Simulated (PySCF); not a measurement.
# Computed NMR parameters against published values

Numbering as in the mapped SMILES `[cH:1]1[cH:2][cH:3][cH:4][cH:5][cH:6]1` (H(Xn): hydrogen on atom n).

PySCF 2.14.0 with density-fitted response routines calculation with shieldings: GIAO PBE/pcSseg-2, coordinates at the PBE0-D3(BJ)/def2-SVP level and J: B3LYP/pcJ-1 (without the spin–dipole term); non-relativistic Hamiltonian, rapidly exchanging positions averaged, single conformer, no solvent.

Reference values: measured (solution, acetonitrile, 313 K; Shapiro, Mohrmann, J. Phys. Chem. Ref. Data 1977, 6, 919).
```tsv
atoms	quantity	reference	computed
H(C1)/H(C2)/H(C3)/H(C4)/H(C5)/H(C6)	δ 1H	7.34	7.54
```

Reference values: measured (solution, diethyl ether; Shapiro, Mohrmann, J. Phys. Chem. Ref. Data 1977, 6, 919).
```tsv
atoms	quantity	reference	computed
H(C1)/H(C2)/H(C3)/H(C4)/H(C5)/H(C6)	δ 1H	7.27	7.54
```

Computed shifts are σ(ref) − σ with the named reference compound (TMS for H and C) calculated as an isolated molecule at the same level.

Coupling constants in Hz:
```tsv
coupling	reference	computed	source
1J(C1,H(C1))	159.0	166.3	measured; liquid or solution (compiled); Buevich, Sauri, Parella, De Tommasi, Bifulco, Williamson, Martin, Chem. Commun. 2019 (ESI)
1J(C1,H(C1))	157.7	166.3	measured; liquid or solution (compiled); Cremer, Kraka, Wu, Luettke, ChemPhysChem 2004, 5, 349
1J(C1,C2)	56.2	61.9	measured; liquid or solution (compiled); Cremer, Kraka, Wu, Luettke, ChemPhysChem 2004, 5, 349
1J(C1,C2)	55.8	61.9	measured; Green and Yates, arXiv:1403.0524 (values compiled by Lantto, Vaara, Helgaker 2002)
2J(C1,C3)	-2.5	-1.2	measured; Green and Yates, arXiv:1403.0524 (values compiled by Lantto, Vaara, Helgaker 2002)
3J(C1,C4)	10.1	8.9	measured; Green and Yates, arXiv:1403.0524 (values compiled by Lantto, Vaara, Helgaker 2002)
1J(C1,H(C1))	158.3	166.3	measured; Green and Yates, arXiv:1403.0524 (values compiled by Lantto, Vaara, Helgaker 2002)
2J(C1,H(C2))	1.0	1.6	measured; Green and Yates, arXiv:1403.0524 (values compiled by Lantto, Vaara, Helgaker 2002)
3J(C1,H(C3))	7.6	8.0	measured; Green and Yates, arXiv:1403.0524 (values compiled by Lantto, Vaara, Helgaker 2002)
4J(C1,H(C4))	-1.2	-1.4	measured; Green and Yates, arXiv:1403.0524 (values compiled by Lantto, Vaara, Helgaker 2002)
```

How far are the unscaled 1H shifts from the references?

Answers

Mean signed difference +0.24 ppm, mean absolute 0.24 ppm over 2 comparisons; the largest is +0.27 ppm at H(C1)/H(C2)/H(C3)/H(C4)/H(C5)/H(C6) (hydrogen on an aromatic CH).

12 of the 65 published NMR values on file for this molecule are compared. The rest: values from further sources, protons in aromatic solvents, values whose atom or origin is in doubt.
